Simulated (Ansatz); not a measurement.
A calculation with Ansatz (development build ahead of 0.2.0).

```yaml
crystal:
  periodic: [false, false, false]
  atoms:
    - { symbol: C, position_ang: [1.19942, 0.0, 0.0] }
    - { symbol: C, position_ang: [0.37064, 1.14071, 0.0] }
    - { symbol: C, position_ang: [-0.97035, 0.705, 0.0] }
    - { symbol: C, position_ang: [-0.97035, -0.705, 0.0] }
    - { symbol: C, position_ang: [0.37064, -1.14071, 0.0] }
    - { symbol: H, position_ang: [2.28442, 0.0, 0.0] }
    - { symbol: H, position_ang: [0.70592, 2.17261, 0.0] }
    - { symbol: H, position_ang: [-1.84813, 1.34275, 0.0] }
    - { symbol: H, position_ang: [-1.84813, -1.34275, 0.0] }
    - { symbol: H, position_ang: [0.70592, -2.17261, 0.0] }
basis:
  gaussian: { orbitals: def2-SVP }
magnetization:
  spin_polarized: true
  initial_magnetization: 1
hamiltonian:
  xc: hf
```

The input is written out in the form of the current development build from the run's settings.

Results

| Property | Result |
| --- | --- |
| Converged | yes |
| Total energy | -192.04521 hartree |
| Spin squared of the determinant | 1.015 |
| Stability test | minimum |

Caution: the unrestricted determinant is spin contaminated.
